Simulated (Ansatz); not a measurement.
Computed with frozen-core CCSD(T)/cc-pVTZ // PBE0-D4/def2-TZVP (Ansatz, an electronic-structure program).

Ansatz 0.2 input:
```yaml
crystal:
  periodic: [false, false, false]
  atoms:
    - { symbol: O, position_ang: [0.486541, -0.000003, -0.000002] }
    - { symbol: H, position_ang: [-0.486541, 0.000003, 0.000002] }
basis:
  gaussian: { orbitals: cc-pVTZ }
correlation:
  method: ccsd_t
magnetization:
  spin_polarized: true
  initial_magnetization: 1
```

Output:

```
Functional definition: HF
261 factors; integrals over basis functions are off by at most 8.8e-4 eV
mean field evaluation 1: about -2051.7658 eV, gradient 1.2e1 eV
mean field evaluation 2: about -2051.7661 eV, gradient 1.2e1 eV
mean field evaluation 4: about -2052.2522 eV, gradient 1.3e0 eV
mean field evaluation 8: about -2052.2590 eV, gradient 5.9e-4 eV
mean field evaluation 16: about -2050.8056 eV, gradient 1.6e1 eV
mean field evaluation 32: about -2052.2590 eV, gradient 5.7e-2 eV
mean field -2052.25902130 eV, -75.4191279616 hartree, gradient 1.6e-6 eV, S^2 0.756093; 2 other end points of the search recorded, 0 dependent functions left out
1 core orbitals not correlated
reference -2052.25902130 eV, -75.4191279616 hartree; 4, 3 occupied and 39, 40 virtual orbitals, 261 factors
second order -5.43544745 eV of doubles, -0.00000000 eV of singles
cycle   1  -5.68388259 eV  change   -2.5e-1 eV  update   3.2e-2
cycle   2  -5.79589762 eV  change   -1.1e-1 eV  update   1.1e-2
cycle   3  -5.80905142 eV  change   -1.3e-2 eV  update   3.9e-3
cycle   4  -5.80854854 eV  change    5.0e-4 eV  update   1.5e-3
cycle   5  -5.80917126 eV  change   -6.2e-4 eV  update   6.3e-4
cycle   6  -5.80932246 eV  change   -1.5e-4 eV  update   2.2e-4
cycle   7  -5.80934249 eV  change   -2.0e-5 eV  update   7.1e-5
cycle   8  -5.80932583 eV  change    1.7e-5 eV  update   2.3e-5
cycle   9  -5.80932671 eV  change   -8.9e-7 eV  update   6.3e-6
perturbative correction -0.13885493 eV, -0.0051028244 hartree
Total energy: -2058.20720294 eV, -75.6377196051 hartree
```

Cost: very roughly 1.4 core-seconds.
